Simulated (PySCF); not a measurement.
## SiH₄⁺, quartet: the ladder up to RCCSDT

All five atoms lie in one plane.

Geometry: that of the SiH4⁺, doublet, kept fixed. The doublet lies 4.5 eV lower here.

```xyz
5

Si    0.0000    0.0000    0.0000
H    -0.0112    1.0909    1.0838
H    -0.0168   -1.0838    1.0907
H     0.0168    1.0838   -1.0907
H     0.0112   -1.0909   -1.0838
```

Basis cc-pVDZ; PySCF 2.14.0. Only valence electrons are correlated (noble-gas cores frozen), which leaves 7 electrons in 33 orbitals. R marks a restricted (for open shells ROHF) determinant, U an unrestricted one.

Full CI isn't at hand for all of this; RCCSDT serves as the reference. It lacks quadruple excitations. The frozen core follows each run's orbitals, which can shift R against U totals by a few meV.

```
UHF ⟨S²⟩                          : 3.754
T1 diagnostic (ROHF- or RHF-based CCSD)             : 0.0244
largest doubles amplitude (ROHF- or RHF-based CCSD) : 0.071
T1 diagnostic (UCCSD)             : 0.0200
```

```csv
level,E − E(RCCSDT) (kJ/mol),share of correlation (%),wall time
RHF,304.7,0.00,–
UHF,298.6,1.99,–
RMP2,79.9,73.77,–
UMP2,79.9,73.77,–
RCCSD,9.8,96.79,–
UCCSD,9.7,96.83,–
RCCSD(T),2.3,99.24,0.91 s
UCCSD(T),2.3,99.25,0.78 s
UCCSDT,0.0,100.01,38 s
```

The correlation energy at RCCSDT, counted from RHF, is -3.158 eV. That run took 38 s on 1 thread of Arm Neoverse V2, shared host.

Times are those of the correlated step on a shared host, with one SCF added for the restricted CCSD run; they ran on 1 thread of Arm Neoverse V2.
